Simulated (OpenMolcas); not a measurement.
# NO2 (nitrogen dioxide): the vertical ionisation energy from total energies

NO2: 3 atoms, total charge 0, spin state doublet. SMILES: `[O]N=O`. The coordinates come from a PBE0-D4/def2-TZVP relaxation.

```xyz
3

O     0.2098   -1.0822    0.0006
N    -0.2655   -0.0091   -0.1459
O     0.0557    1.0913    0.1453
```

Both states at this one shape; open shells run unrestricted unless said. 1 Eh = 27.2114 eV.

| level | program | doublet NO2 (Eh) | singlet [NO2]+ (Eh) |
| --- | --- | --- | --- |
| ROHF/STO-3G | OpenMolcas | -201.262525 | -200.915404 |
| UPBE/STO-3G | OpenMolcas | -202.060842 | -201.746414 |
| UM06-2X/STO-3G | OpenMolcas | -202.230402 | -201.888986 |

**Question.** Work out the vertical ionisation energy at each level.

**Answer.** 
1. ROHF/STO-3G: -200.915404 − (-201.262525) = 0.347121 Eh = 9.45 eV.
2. UPBE/STO-3G: -201.746414 − (-202.060842) = 0.314428 Eh = 8.56 eV.
3. UM06-2X/STO-3G: -201.888986 − (-202.230402) = 0.341416 Eh = 9.29 eV.

No measured value is set beside it here; the levels span 8.56 to 9.45 eV. Hartree–Fock favours the state with fewer electron pairs, since it lacks pair correlation. Minimal sets are far from the basis-set limit.
